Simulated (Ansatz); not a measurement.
Input file:

```yaml
crystal:
  periodic: [false, false, false]
  atoms:
    - {symbol: B, position_ang: [0.000000, 0.018724, 0.869711]}
    - {symbol: C, position_ang: [0.000000, -0.186653, -0.497908]}
    - {symbol: H, position_ang: [0.000000, 2.023345, -3.395260]}
basis:
  gaussian: {orbitals: STO-3G}
magnetization: {spin_polarized: true, initial_magnetization: 0}
hamiltonian: {xc: hf}
accuracy: high
scf: {lower_state_search: off}
output: {orbitals: {seedname: orbitals}}
```

```sh
$ ansatz run in.yaml --threads 1 --pin off --events-out ev --progress --plain --max-ram 1536MiB
```

Log:

```
these checks for a lower state are left out or cut short: stability, starts, cluster_reference, orbital_swaps, neighbouring_geometries, increment
167 factors; integrals over basis functions are off by at most 2.8e-8 eV
mean field evaluation 1: about -1668.7961 eV, gradient 7.2e0 eV
mean field evaluation 2: about -1668.8016 eV, gradient 7.2e0 eV
mean field evaluation 4: about -1668.8331 eV, gradient 5.2e0 eV
mean field evaluation 8: about -1671.9686 eV, gradient 1.0e1 eV
mean field evaluation 16: about -1678.0824 eV, gradient 8.8e0 eV
mean field evaluation 32: about -1685.0353 eV, gradient 3.4e-8 eV
mean field -1685.03528669 eV, -61.9239046278 hartree, gradient 3.4e-8 eV, S^2 2.244315; 0 other end points of the search recorded, 0 dependent functions left out
reference -1685.03528669 eV, -61.9239046278 hartree; 6, 6 occupied and 5, 5 virtual orbitals, 167 factors
Total energy: -1685.03528669 eV, -61.9239046278 hartree
Checks for a lower state left out: stability, starts, cluster_reference, orbital_swaps, neighbouring_geometries, increment
```

Ran on 1 thread of Intel Xeon, shared host: 0.15 s wall, 0.21 GiB peak host memory.
